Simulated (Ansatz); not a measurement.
in.yaml

```yaml
crystal:
  periodic: [false, false, false]
  atoms:
    - {symbol: Be, position_ang: [0.000000, 0.000000, 0.000000]}
    - {symbol: H, position_ang: [1.425412, 0.014294, 0.000000]}
    - {symbol: H, position_ang: [-0.725085, 1.227292, -0.003200]}
    - {symbol: H, position_ang: [-0.700327, -1.241586, 0.003200]}
basis:
  gaussian: {orbitals: def2-SVPD}
total_charge: -1
magnetization: {spin_polarized: true, initial_magnetization: 0}
correlation: {method: mp2, electrons: outside_noble_gas}
scf: {lower_state_search: off}
output: {forces: true}
```

```sh
$ ansatz run in.yaml --threads 1 --pin off --events-out ev --progress --plain --max-ram 2393MiB
```

Task: Roughly how long does this take on 1 thread of Arm Neoverse V1, shared host, and how much host memory?

Result: 0.21 s wall and 0.07 GiB.

```
these checks for a lower state are left out or cut short: starts, cluster_reference, orbital_swaps, neighbouring_geometries, increment
391 factors; integrals over basis functions are off by at most 4.2e-4 eV
mean field evaluation 1: about -443.7173 eV, gradient 6.6e0 eV
mean field evaluation 2: about -443.7481 eV, gradient 6.7e0 eV
mean field evaluation 4: about -444.3043 eV, gradient 1.9e-1 eV
mean field evaluation 8: about -444.3047 eV, gradient 3.5e-4 eV
mean field -444.30471820 eV, -16.3278972332 hartree, gradient 1.2e-6 eV, S^2 0.000000; 0 other end points of the search recorded, 0 dependent functions left out
1 core orbitals not correlated: weight in the atoms' cores, before any rotation towards them, 1.000 or more for the frozen orbitals, at most 0.000 for the correlated occupied ones
reference -444.30471820 eV, -16.3278972332 hartree; 3, 3 occupied and 32, 32 virtual orbitals, 391 factors
second order -2.11201860 eV of doubles, -0.00000000 eV of singles
the calculation of the forces begins
Total energy: -446.41673679 eV, -16.4055124850 hartree
Atom 0 at     0.000000     0.000000     0.000000 Å, force    -0.000001    -0.000000     0.000000 eV/Å
Atom 1 at     1.425412     0.014294     0.000000 Å, force    -0.060637    -0.000608     0.000000 eV/Å
Atom 2 at    -0.725085     1.227292    -0.003200 Å, force     0.030846    -0.052210     0.000136 eV/Å
Atom 3 at    -0.700327    -1.241586     0.003200 Å, force     0.029792     0.052819    -0.000136 eV/Å
Dipole moment:     0.000000     0.000000     0.000000 e Å
Checks for a lower state left out: starts, cluster_reference, orbital_swaps, neighbouring_geometries, increment
```

Forces (eV/Å):
```
Be   0.000  0.000  0.000
H   -0.061 -0.001  0.000
H    0.031 -0.052  0.000
H    0.030  0.053  0.000
```
